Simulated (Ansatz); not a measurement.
# CH₂O+ (doublet): the correlation ladder, cc-pVTZ

How much of the correlation energy of CH₂O+ (doublet) does each wave-function method recover here?

The runs use Ansatz 0.2.0, Gaussian basis; cc-pVTZ, core rule «outside noble gas», up to 2 orbitals frozen.

Plan: UHF; CCSD(T) on ROHF; CCSD(T) on UHF; BCCD(T) on ROHF; CCSDT(Q) on ROHF; CCSDT(Q) on UHF; CASSCF and MRCISD+Q, 11 electrons in 10 orbitals; CASSCF and NEVPT2, 11 electrons in 10 orbitals.

6 further runs of the same task are left out: 6 set aside as unsound or not needed.

### Step 1. The system

The geometry is a PBE0/def2-TZVP stationary point (not a proven minimum) of the parent state, kept for this charge and spin.

4 atoms, charge 1, spin multiplicity 2.

Atoms are counted from 1 here; the program's logs count them from 0.

Bond lengths: O1–C2 1.195 Å, C2–H3 1.109 Å, C2–H4 1.109 Å. Angles: O1–C2–H3 122.0°, O1–C2–H4 122.0°, H3–C2–H4 115.9°.

Coordinates:

```xyz
4

O     0.0000    0.0000    0.5979
C     0.0000    0.0000   -0.5975
H     0.0000   -0.9400   -1.1855
H     0.0000    0.9400   -1.1855
```

### Step 2. UHF

in.yaml

```yaml
crystal:
  periodic: [false, false, false]
  atoms:
    - {symbol: O, position_ang: [0.000000, 0.000000, 0.597913]}
    - {symbol: C, position_ang: [0.000000, 0.000000, -0.597504]}
    - {symbol: H, position_ang: [0.000000, -0.940035, -1.185490]}
    - {symbol: H, position_ang: [0.000000, 0.940035, -1.185490]}
basis:
  gaussian: {orbitals: cc-pVTZ}
total_charge: 1
magnetization: {spin_polarized: true, initial_magnetization: 1}
hamiltonian: {xc: hf}
output: {orbitals: {seedname: orbitals}}
```

Run with:

```console
ansatz run in.yaml --threads 1 --pin off --events-out ev --progress --plain --max-ram 4096MiB --backend cpu
```

The runs that follow: CCSD(T) on ROHF; CCSD(T) on UHF; BCCD(T) on ROHF; CCSDT(Q) on ROHF; CCSDT(Q) on UHF; CASSCF and MRCISD+Q, 11 electrons in 10 orbitals; CASSCF and NEVPT2, 11 electrons in 10 orbitals.

**Question.** What will the summary of the whole plan be? Wanted: UCCSDT(Q) below the RHF energy; RMP2 from UCCSDT(Q); UMP2 from UCCSDT(Q); RCCSD from UCCSDT(Q); RCCSD(T) from UCCSDT(Q); UCCSD(T) from UCCSDT(Q); RCCSDT(Q) from UCCSDT(Q); NEVPT2 valence from UCCSDT(Q); MRCISD+Q valence from UCCSDT(Q).

As calculated:

| quantity | value |
| --- | --- |
| UCCSDT(Q) below the RHF energy | -10.3720 eV |
| RMP2 from UCCSDT(Q) | +27.79 kcal/mol |
| UMP2 from UCCSDT(Q) | +27.84 kcal/mol |
| RCCSD from UCCSDT(Q) | +10.19 kcal/mol |
| RCCSD(T) from UCCSDT(Q) | +1.17 kcal/mol |
| UCCSD(T) from UCCSDT(Q) | +1.22 kcal/mol |
| RCCSDT(Q) from UCCSDT(Q) | +0.11 kcal/mol |
| NEVPT2 valence from UCCSDT(Q) | +25.79 kcal/mol |
| MRCISD+Q valence from UCCSDT(Q) | +1.78 kcal/mol |
| levels within 1 kcal/mol (43 meV) | RCCSDT, UCCSDT, RCCSDT(Q) |
| T1 diagnostic | 0.044 |
| effectively unpaired electrons | 1.04 |

**Reading.** RCCSD(T) lands +1.17 kcal/mol from the yardstick (0.5 % of the correlation energy). The occupations are near whole numbers, but T1 = 0.044 shows that the orbitals relax strongly. Of the multireference levels listed MRCISD+Q valence comes nearest in total energy (+1.78 kcal/mol), which doesn't show that its space is the better one. These misses are within one basis, not against nature; the frozen cores of restricted and unrestricted runs differ, which can shift their rows.
